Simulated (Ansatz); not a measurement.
The input, for Ansatz 0.2.0:

```yaml
crystal:
  periodic: [false, false, false]
  atoms:
    - {symbol: Al, position_ang: [0.000000, 0.000000, 0.000000]}
    - {symbol: Ga, position_ang: [0.000000, 0.000000, 10.266000]}
basis:
  gaussian: {orbitals: cc-pVDZ}
correlation: {method: fic_mrcisd_q, electrons: outside_noble_gas, active_space: {window: {electrons: 6, orbitals: 8}, shells: [{species: Al, l: s, shell: 3}, {species: Al, l: p, shell: 3}, {species: Ga, l: s, shell: 4}, {species: Ga, l: p, shell: 4}]}}
```

```sh
$ ansatz run in.yaml --threads 1 --pin off --events-out ev --progress --plain --max-ram 2393MiB
```

Log:

```
790 factors; integrals over basis functions are off by at most 1.0e-7 eV
mean field evaluation 1: about -58908.3148 eV, gradient 6.5e0 eV
mean field evaluation 2: about -58908.3148 eV, gradient 6.5e0 eV
mean field evaluation 4: about -58907.7156 eV, gradient 1.0e1 eV
mean field evaluation 8: about -58911.1567 eV, gradient 3.5e-1 eV
mean field evaluation 16: about -58911.1549 eV, gradient 7.0e-1 eV
mean field evaluation 32: about -58911.0118 eV, gradient 3.2e0 eV
mean field evaluation 64: about -58911.1905 eV, gradient 4.2e-3 eV
mean field evaluation 96: about -58911.1872 eV, gradient 5.8e-2 eV
mean field evaluation 128: about -58908.3148 eV, gradient 6.5e0 eV
mean field -58911.19755334 eV, -2164.9465786414 hartree, gradient 6.5e-7 eV, S^2 0.000000; 11 other end points of the search recorded, 0 dependent functions left out; unrestricted orbitals would lower it
reference -58911.19755334 eV, -2164.9465786414 hartree; 22, 22 occupied and 23, 23 virtual orbitals, 790 factors
state -58915.54513802 eV, -2165.1063494314 hartree
contracted CI cycle   1: correlation 0.00000000 eV, 0.0000000000 hartree, residual 5.56e0 eV
contracted CI cycle   2: correlation -1.27551879 eV, -0.0468744509 hartree, residual 1.32e0 eV
contracted CI cycle   3: correlation -1.33596760 eV, -0.0490959038 hartree, residual 1.72e-1 eV
contracted CI cycle   4: correlation -1.33728617 eV, -0.0491443604 hartree, residual 4.08e-2 eV
contracted CI cycle   5: correlation -1.33735250 eV, -0.0491467977 hartree, residual 7.60e-3 eV
contracted CI cycle   6: correlation -1.33735471 eV, -0.0491468792 hartree, residual 1.47e-3 eV
contracted CI cycle   7: correlation -1.33735480 eV, -0.0491468823 hartree, residual 3.18e-4 eV
state -58915.54513802 eV, -2165.1063494314 hartree; corrected -58916.96398352 eV, -2165.1584910420 hartree
Total energy: -58916.96398352 eV, -2165.1584910420 hartree
Checks for a lower state left out: starts, orbital_swaps
```

Ran on 1 thread of Arm Neoverse V2, shared host: 6 s wall, 0.2 GiB peak host memory.
